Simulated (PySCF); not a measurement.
Assigning NMR signals

Mapped SMILES: `[CH3:1][n:2]1[cH:3][n:4][cH:5][n:6]1`. Hydrogens are named by the atom that carries them.

[PySCF 2.14: PBE0-D3(BJ)/def2-TZVP structure; NMR shieldings at B97-2/pcSseg-2/GIAO; no solvent model; fast rotation and ring inversion assumed for equivalent nuclei; relativity neglected; a single conformation]

Referencing at the same level of theory: ¹³C (σref 185.38) and ¹H (σref 31.64) against TMS.

(1) Assign these signals to the numbered atoms. ¹³C{¹H} NMR (computed): δ 160.6, 148.9, 37.8.

(2) Assign these signals to the numbered atoms. ¹H NMR (400 MHz, computed): δ 8.00 (m, 1H), 7.83 (m, 1H), 3.78 (s, 3H).

Results:

(1) 
```tsv
δ (ppm)	atoms	environment	reason
160.6	C5	aromatic CH between two ring heteroatoms	–
148.9	C3	aromatic CH between two ring heteroatoms	–
37.8	C1	methyl carbon bonded to N	deshielded by the electronegative neighbour
```

(2) 
| δ (ppm) | atoms | environment | reason |
| --- | --- | --- | --- |
| 8.00 | H(C5) | hydrogen on an aromatic CH between two ring heteroatoms | ring-current deshielding |
| 7.83 | H(C3) | hydrogen on an aromatic CH between two ring heteroatoms | – |
| 3.78 | H(C1) | hydrogen on a methyl carbon bonded to N | its carbon carries N, an electronegative neighbour |

Shifts are as computed. Against solution values, carbons near 30 ppm lie about +3 ppm off and those near 130 ppm about +7 ppm. Of 1211 compounds with measured shifts, 218 miss one by over three times the rms of a fit or turn the order of signals round; such compounds aren't used in these exercises. No couplings were computed; multiplicities are counted from neighbouring protons, with m where these are inequivalent, close in shift, in a saturated or five-membered ring or joined by F or P, and br s for small geminal =CH2 splittings.
